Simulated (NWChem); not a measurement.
# Lowest excitation of ozone (O3)

```xyz
3

O     -1.0607     0.0000    -0.2102
O      0.0000     0.0000     0.4204
O      1.0607     0.0000    -0.2102
```
Charge 0, spin multiplicity 1.

Everything below was run with NWChem. The geometry was optimised at PBE0/def2-SVP, a minimum by its harmonic frequencies.

Basis set: aug-cc-pVDZ.

Relative cost: rough, from shared machines, SCF included, CIS = 1.

The correlated methods keep 3 core orbitals frozen. B3LYP has NWChem's definition, with VWN1-RPA local correlation. The species is likely to have several important configurations. No row is a measurement; the coupled-cluster row has its own basis-set and correlation limits.

```csv
method,lowest vertical singlet excitation energy (eV),relative cost
TD-LDA (SVWN5),2.31,under 3
CIS,___,1
TD-B3LYP,___,3
EOM-CCSD,___,20
TD-PBE,2.33,under 3
```

Fill in the missing entries.


- CIS, lowest vertical singlet excitation energy (eV): 2.42
- TD-B3LYP, lowest vertical singlet excitation energy (eV): 2.25
- EOM-CCSD, lowest vertical singlet excitation energy (eV): 2.53
